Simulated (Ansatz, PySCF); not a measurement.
Breaking a bond: H2, singlet.

RKS-PBE = Ansatz (a first-principles code) with restricted PBE/aug-cc-pVQZ; UKS-PBE0 = unrestricted PBE0/aug-cc-pVQZ in Ansatz; RHF/STO-3G = restricted Hartree-Fock/STO-3G (PySCF); RKS-B3LYP/6-31G* = restricted B3LYP/6-31G*, spherical d (PySCF).

Energies are in kcal/mol, each relative to the lowest point of its own curve near equilibrium.

```
R / Å  RKS-PBE  UKS-PBE0  RHF/STO-3G  RKS-B3LYP/6-31G*
-----  -------  --------  ----------  ----------------
0.59      14.8      14.2        12.5              14.1
0.65       5.0       4.6         2.8               4.5
0.68       2.3       2.0         0.7               1.9
0.71       0.7       0.5         0.0               0.5
0.72       [?]       0.3         0.0               0.2
0.75       0.0       0.0         0.8               0.0
0.77       [?]       [?]         1.9               0.3
0.80       0.9       1.1         4.2               1.2
0.83       2.1       2.5         7.1               2.7
0.85       3.2       3.7         9.4               3.9
0.93       9.0       9.9        20.6              10.2
1.02      17.4      18.8        35.8              19.1
1.12      27.8      29.8        54.7              30.1
1.23      39.7      42.3        76.5              42.5
1.32      49.2      52.5        94.6              52.4
1.48      65.2      69.6         [?]              69.3
1.68      82.9      85.6       161.8              88.1
1.85      95.7      93.4       188.7             102.0
2.02     106.6      98.0       212.0             114.0
2.22     117.2     101.0       235.0             126.0
2.63     132.8     103.5         [?]             144.2
2.99     141.4     104.1         [?]             155.0
```

**Question.** Fill in the missing entries.

**Answer.** 
- 0.72, RKS-PBE: 0.4
- 0.77, RKS-PBE: 0.1
- 0.77, UKS-PBE0: 0.2
- 1.48, RHF/STO-3G: 125.9
- 2.63, RHF/STO-3G: 269.5
- 2.99, RHF/STO-3G: 289.1

The restricted form behind RKS-PBE, RHF/STO-3G, RKS-B3LYP/6-31G* keeps the bonding electrons paired and can't separate into open-shell fragments. The unrestricted determinant behind UKS-PBE0 is spin-contaminated at 1.68 to 2.99 Å (<S²> up to 1.0, against 0.00 for a pure singlet).
